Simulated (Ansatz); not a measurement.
# Rhenium, hcp: convergence with Methfessel-Paxton smearing

Computed with Ansatz, LDA, scalar-relativistic PAW, on the relaxed cell (a = 2.739 Å, c = 4.412 Å (c/a = 1.611); spin not included). Errors count from a run at 420 eV on a Γ-centred 22×22×12 mesh with Fermi-Dirac smearing of 0.1 eV, extrapolated to zero width. Fixed here: cutoff 420 eV, mesh 13×13×7. The SCF starts from atomic densities corrected by a trained network.

| width (eV) | E(σ→0) error (meV/atom) | F error (meV/atom) | P (GPa) | SCF iterations |
| --- | --- | --- | --- | --- |
| 0.01 | -0.9 | -0.9 | -0.33 | 5 |
| 0.03 | -0.9 | -0.9 | -0.33 | 5 |
| 0.2 | -1.1 | -0.9 | -0.25 | 5 |
| 0.3 | -1.0 | -0.1 | -0.23 | 5 |
| 0.6 | 2.0 | 3.7 | -0.16 | 5 |
| 1.0 | 5.5 | 7.7 | -0.23 | 5 |

**Question.** What does the run at 0.1 give (width)?

**Answer.** E(σ→0) error (meV/atom): -1.0; F error (meV/atom): -1.0; P (GPa): -0.29; SCF iterations: 5.
